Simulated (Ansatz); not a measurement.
## Breaking a bond in PH2 (SMILES [PH2])

PH2: 3 atoms, total charge 0, spin state doublet. SMILES: `[PH2]`. The coordinates come from a PBE0-D4/def2-TZVP relaxation.

```xyz
3

P     0.5257   -0.3094    0.2582
H     0.1146    1.0515    0.1767
H    -0.6404   -0.7421   -0.4350
```

The P1–H3 distance is scanned; the parts on either side stay rigid. Basis 6-31G(d), 5 core orbitals frozen in the correlated methods; program Ansatz 0.2.0. FCI is exact within this basis and core. Energies in eV from each method's value at 1.424 Å; open shells run as named. The shape above is that at 1.424 Å.

```
distance (Å)  UBLYP  U-revPBE  UBHLYP  UBCCD(T)  UCCSDT   FCI
       1.424   0.00      0.00    0.00      0.00    0.00  0.00
       1.780   0.63      0.65    0.85      0.70    0.69  0.69
       2.136   1.70      1.75    2.09      1.69    1.67  1.67
       2.848   3.07      3.08    3.15      2.78    2.71  2.70
       3.560   3.37      3.29    3.33      2.91    2.90  2.89
```

Departure from the FCI curve at its largest: UBLYP +0.47 eV at 3.56 Å; U-revPBE +0.39 eV at 3.56 Å; UBHLYP +0.45 eV at 2.85 Å; UBCCD(T) +0.07 eV at 2.85 Å; UCCSDT +0.01 eV at 2.85 Å. For the functionals part of the departure is owed to the small basis.
